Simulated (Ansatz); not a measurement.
Name a neutral molecule of C, F, N, S and H with HOMO energy (PBE/def2-TZVPP) between -5.15 and -4.85 eV and LUMO energy (B3LYP/def2-TZVPP) between -0.30 and 0.00 eV (Ansatz, PBE0-D4/def2-TZVP geometry).

`N/C=C(/F)S` (-4.96 eV, -0.26 eV). Other molecules can fit too; these were computed, each in one conformer that needn't be the lowest.

B3LYP here is the variant with VWN-RPA as its local correlation; programs differ in this.
